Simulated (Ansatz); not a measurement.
Ligand exchange through a proton shuttle

Start structure (AlNH$_{8}$O, closed shell), relaxed at PBE0-D4/def2-TZVP:

Al1  (-0.326, -1.383, -0.220)
H2  (1.241, -1.195, 0.165)
H3  (-0.613, -2.208, -1.559)
H4  (-1.298, -1.577, 1.037)
H5  (-0.239, 1.141, -0.110)
N6  (-0.756, 0.531, -0.755)
H7  (1.518, 0.396, 0.863)
O8  (1.317, 1.338, 1.008)
H9  (-0.458, 0.750, -1.700)
H10  (-1.746, 0.737, -0.687)
H11  (1.360, 1.470, 1.958)
(Å)

The step: AlH₃ + H₂O + NH₃ → AlNH₄ ([NH2][AlH2]) + H₂O + H₂; bonds formed: H2–H7, H5–O8; dative contacts that become bonds: Al1–N6; bonds broken: Al1–H2, H5–N6, H7–O8. Computed with Ansatz 0.2.0 (basis: def2-TZVPP and def2-QZVPP); correlated methods freeze the cores. Extrapolation: Hartree–Fock as exp(−7.88 √X), correlation as X^−2.97. Energies below are by CCSD(T) at an estimated basis limit (MP2 extrapolated from triple and quadruple zeta, plus CCSD(T) − MP2 in triple zeta).

**Question.** What are the electronic barrier and the energy of the step, from the start structure to the end structure? (Judge from chemistry; the value comes from the calculation.)

**Answer.** By the calculation: Barrier 1.226 eV; step energy 0.607 eV (uphill); reverse barrier, their difference, 0.619 eV. Barrier and step energy count from the start structure, the reverse barrier from the end structure.

The saddle point: One imaginary mode of 1101i cm⁻¹.
| pair | start (Å) | saddle (Å) | end (Å) |
| --- | --- | --- | --- |
| Al1–N6 | 2.03 | 1.90 | 1.80 |
| H2–H7 | 1.76 | 0.95 | 0.76 |
| H5–O8 | 1.93 | 1.12 | 0.98 |
| Al1–H2 | 1.62 | 1.78 | 2.21 |
| H5–N6 | 1.03 | 1.42 | 1.95 |
| H7–O8 | 0.97 | 1.31 | 2.16 |

Zero-point energy (harmonic, PBE0-D4): ZPE is 2.291 eV at the start and 2.125 eV at the saddle, so the barrier goes from 1.226 to 1.060 eV.

The T1 diagnostic stays at or below 0.011.

The step is the kind of exchange with an N–H group that builds nitride films in atomic layer and chemical vapour deposition.

Labels in which every atom is bracketed show which atoms are joined, not bond orders.

For scale, one of the runs: CCSD(T)/def2-TZVPP, 216 basis functions, launched by `ansatz run in.yaml --threads 4 --pin off --events-out ev --progress --plain --max-ram 9574MiB`. Time: 24 s of wall clock on 4 CPU threads of an Intel Xeon Platinum 8375C; the host was shared. Peak host memory: 3.2 GiB.
